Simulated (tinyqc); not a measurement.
Inside a calculation. Method: ROHF in the sto-3g basis, for CH2, spin multiplicity 3. One step of it, computed by the program tinyqc.

Problem. Iteration 2: diagonalisation and new density. Diagonalise F' = X^T F X, C = X C', fill 5 alpha and 3 beta electrons from the bottom; D(s) = C_occ C_occ^T. Each column has its largest component positive (the first on a tie).

effective F (hartree):
```
,1C 1s,1C 2s,1C 2px,1C 2py,1C 2pz,2H 1s,3H 1s
1C 1s,-11.085629,-2.972673,0.000000,0.000000,-0.010648,-0.333907,-0.333907
1C 2s,-2.972673,-1.292194,0.000000,0.000000,-0.068430,-0.426929,-0.426929
1C 2px,0.000000,0.000000,-0.040914,0.000000,0.000000,0.000000,0.000000
1C 2py,0.000000,0.000000,0.000000,-0.102256,0.000000,-0.279220,0.279220
1C 2pz,-0.010648,-0.068430,0.000000,0.000000,-0.062165,-0.228640,-0.228640
2H 1s,-0.333907,-0.426929,0.000000,-0.279220,-0.228640,-0.259970,-0.097594
3H 1s,-0.333907,-0.426929,0.000000,0.279220,-0.228640,-0.097594,-0.259970
```

X:
```
,1,2,3,4,5,6,7
1C 1s,-0.384694,0.000000,0.720890,0.000000,-0.592364,0.000000,0.232117
1C 2s,0.935280,0.000000,-0.338210,0.000000,-0.315482,0.000000,0.478074
1C 2px,0.000000,0.000000,0.000000,1.000000,0.000000,0.000000,0.000000
1C 2py,0.000000,0.877137,0.000000,0.000000,0.000000,0.637149,0.000000
1C 2pz,0.483341,0.000000,0.649808,0.000000,0.616245,0.000000,0.246151
2H 1s,-0.634425,-0.678123,-0.220329,0.000000,0.181796,0.412069,0.375784
3H 1s,-0.634425,0.678123,-0.220329,0.000000,0.181796,-0.412069,0.375784
```

Give: F' = X^T F X; orbital energies; coefficients C; D(alpha) after iteration 2; D(beta) after iteration 2.

Solution.

F' = X^T F X (hartree):
```
,1,2,3,4,5,6,7
1,-0.024,0.000,1.420,0.000,-1.200,0.000,0.587
2,0.000,0.436,0.000,0.000,0.000,0.073,0.000
3,1.420,0.000,-4.284,0.000,4.534,0.000,-2.442
4,0.000,0.000,0.000,-0.041,0.000,0.000,0.000
5,-1.200,0.000,4.534,0.000,-5.003,0.000,2.727
6,0.000,0.073,0.000,0.000,0.000,-0.390,0.000
7,0.587,0.000,-2.442,0.000,2.727,0.000,-2.182
```

orbital energies (hartree): MO1 -11.091, MO2 -0.670, MO3 -0.396, MO4 -0.167, MO5 -0.041, MO6 0.435, MO7 0.443

coefficients C:
```
,MO1,MO2,MO3,MO4,MO5,MO6,MO7
1C 1s,0.994,-0.210,0.000,0.153,0.000,-0.130,0.000
1C 2s,0.024,0.710,0.000,-0.640,0.000,0.634,0.000
1C 2px,0.000,0.000,0.000,0.000,1.000,0.000,0.000
1C 2py,0.000,0.000,0.558,0.000,0.000,0.000,0.929
1C 2pz,0.002,0.174,0.000,0.701,0.000,0.758,0.000
2H 1s,-0.004,0.305,0.470,0.296,0.000,-0.667,-0.640
3H 1s,-0.004,0.305,-0.470,0.296,0.000,-0.667,0.640
```

D(alpha) after iteration 2:
```
,1C 1s,1C 2s,1C 2px,1C 2py,1C 2pz,2H 1s,3H 1s
1C 1s,1.055,-0.223,0.000,0.000,0.073,-0.022,-0.022
1C 2s,-0.223,0.915,0.000,0.000,-0.325,0.027,0.027
1C 2px,0.000,0.000,1.000,0.000,0.000,0.000,0.000
1C 2py,0.000,0.000,0.000,0.311,0.000,0.262,-0.262
1C 2pz,0.073,-0.325,0.000,0.000,0.521,0.260,0.260
2H 1s,-0.022,0.027,0.000,0.262,0.260,0.401,-0.040
3H 1s,-0.022,0.027,0.000,-0.262,0.260,-0.040,0.401
```

D(beta) after iteration 2:
```
,1C 1s,1C 2s,1C 2px,1C 2py,1C 2pz,2H 1s,3H 1s
1C 1s,1.032,-0.125,0.000,0.000,-0.034,-0.068,-0.068
1C 2s,-0.125,0.505,0.000,0.000,0.123,0.216,0.216
1C 2px,0.000,0.000,0.000,0.000,0.000,0.000,0.000
1C 2py,0.000,0.000,0.000,0.311,0.000,0.262,-0.262
1C 2pz,-0.034,0.123,0.000,0.000,0.030,0.053,0.053
2H 1s,-0.068,0.216,0.000,0.262,0.053,0.313,-0.128
3H 1s,-0.068,0.216,0.000,-0.262,0.053,-0.128,0.313
```
